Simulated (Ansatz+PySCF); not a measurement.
Values are calculated unless marked as measured or tabulated.
Input for PySCF 2.14.0:

```python
from pyscf import gto, scf

mol = gto.M(atom="""
O 0.000000 0.000000 -0.119660
H 0.000000 0.754170 0.478650
H 0.000000 -0.754170 0.478650
O 10.000000 0.000000 -0.119660
H 10.000000 0.754170 0.478650
H 10.000000 -0.754170 0.478650
""", basis='sto-3g', charge=0, spin=0)
mf = scf.UHF(mol)
mf.init_guess = 'atom'
mf.kernel()
while True:  # follow internal instabilities
    mo, _, stable, _ = mf.stability(return_status=True)
    if stable: break
    mf.kernel(mf.make_rdm1(mo, mf.mo_occ))
print(mf.converged, mf.e_tot, mf.spin_square()[0])
```

The script is written out from the run's settings.

Output:

```yaml
Converged: yes
Total_energy: -149.92795 hartree
Spin_squared_of_the_determinant: 0.000
```
